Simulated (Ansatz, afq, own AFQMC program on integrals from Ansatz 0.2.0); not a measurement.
Integrals from Ansatz 0.2.0, then the random walk in our own AFQMC program (afq).

```yaml
crystal:
  periodic: [false, false, false]
  atoms:
    - {symbol: Ge, position_ang: [0.000000, 0.000000, 0.431903]}
    - {symbol: N, position_ang: [0.000000, 0.000000, -1.883353]}
    - {symbol: H, position_ang: [0.000000, 0.830871, -2.477269]}
    - {symbol: H, position_ang: [0.000000, -0.830871, -2.477269]}
basis:
  gaussian: {orbitals: cc-pVDZ}
magnetization: {spin_polarized: true, initial_magnetization: 5}
correlation: {method: ccsd_t, electrons: outside_noble_gas, hamiltonian_folder: ham}
```

```sh
$ ansatz run in.yaml --threads 1 --pin off --events-out ev --progress --plain --max-ram 1382MiB
```

Options of the walk:

```
--method phaseless --trial cisd --walkers 60 --populations 1 --least-time 40 --time-step 0.005 --steps-per-block 50 --equilibration-blocks 28 --max-blocks 300 --target-error 0.0004 --factor-cut 1e-05 --start spin_pure --seed 5820 --release-times 0.24,0.51,0.99,1.62,2.4 --release-step 0.03 --release-every 4 --taylor-order 6
```

Times are imaginary, in 1/Eh. The walk had a cap of 1140 s. Filled inner d shells are frozen with the cores.

afq prints:

```
orbitals 36  electrons 8 3  factors 272 of 553
reference energy -2130.72327926 Eh
CCSD correlation -0.19416635 Eh in 11 cycles, weight of the determinant in the CISD state 0.9129
energy of the start -2130.917168 Eh
 block  time / (1/Eh)  mean weight  energy / Eh
     1     0.250  0.9981  -2130.916033
     2     0.500  1.0011  -2130.916745
     3     0.750  0.9983  -2130.918701
     4     1.000  1.0009  -2130.923149
     5     1.250  1.0023  -2130.920043
     7     1.750  0.9997  -2130.924640
     9     2.250  1.0009  -2130.919904
    13     3.250  0.9990  -2130.926705
    21     5.250  1.0004  -2130.921727
    29     7.250  1.0019  -2130.923451
    33     8.250  1.0043  -2130.927063
    37     9.250  0.9981  -2130.921042
    45    11.250  0.9980  -2130.925894
    53    13.250  0.9990  -2130.926935
    61    15.250  1.0001  -2130.923470
    69    17.250  1.0014  -2130.925380
    77    19.250  1.0001  -2130.919592
    85    21.250  0.9988  -2130.920114
    93    23.250  0.9996  -2130.926341
    97    24.250  0.9993  -2130.918793
   101    25.250  1.0001  -2130.920580
   109    27.250  1.0005  -2130.922436
   117    29.250  0.9997  -2130.918847
   125    31.250  1.0005  -2130.921092
   133    33.250  1.0005  -2130.921416
   141    35.250  1.0013  -2130.926181
   149    37.250  1.0001  -2130.922928
   157    39.250  0.9991  -2130.919138
   165    41.250  0.9966  -2130.925620
   173    43.250  0.9990  -2130.923337
   181    45.250  1.0007  -2130.919507
   185    46.250  0.9971  -2130.919279
blocks merged  error / Eh  count
     1  0.000236  160
     2  0.000284  80
     4  0.000332  40
     8  0.000346  20
    16  0.000400  10
released: time / (1/Eh)  energy / Eh  error  mean overlap
  0.24  -2130.922562  0.000287  1.0088
  0.51  -2130.922340  0.000310  1.0119
  0.99  -2130.922526  0.000296  1.0080
  1.62  -2130.923011  0.000431  1.0047
  2.40  -2130.922835  0.000439  0.9898
energy -2130.922505 +/- 0.000346 Eh
(rows thinned)
```

The run passed its tests (sampling time, drift between the halves within three errors, error under three times the target), which doesn't prove that it has relaxed. The second half of the sampling lies above the first by 2.4 errors of their difference, so the energy may still be moving and its error bar be too small.

Against this walk (error 9.4 meV) on the same determinant: CCSD(T) 26.1 meV higher, CCSDT(Q) 0.8 meV lower (within the noise). The error is statistical and leaves out the bias of the constraint. Released to 2.40 1/Eh the energy moves by -9 ± 15 meV (both errors), within twice the noise.

Cautions: constraint bias not in the error; no relativity below Rb; no spin-orbit coupling; inner d shell frozen; another spin lies lower (by 4.89 eV); CCSDT(Q) on the ROHF determinant differs (34 meV higher), by its state or its frozen core.

The walk took 14 min on 1 thread of Intel(R) Xeon(R) Processor @ 2.50GHz (Skylake/Cascade Lake) (shared host). The log's last line is the phaseless energy.

CCSDT and higher add their correlation energy to the determinant of the CCSD(T) run, since their own runs factorise the integrals more tightly (a shift of under 2 meV). A walk keeps the symmetry of its determinant, which the program's search chose and which needn't be the lowest solution, so a lower state of the same spin and another symmetry isn't excluded.
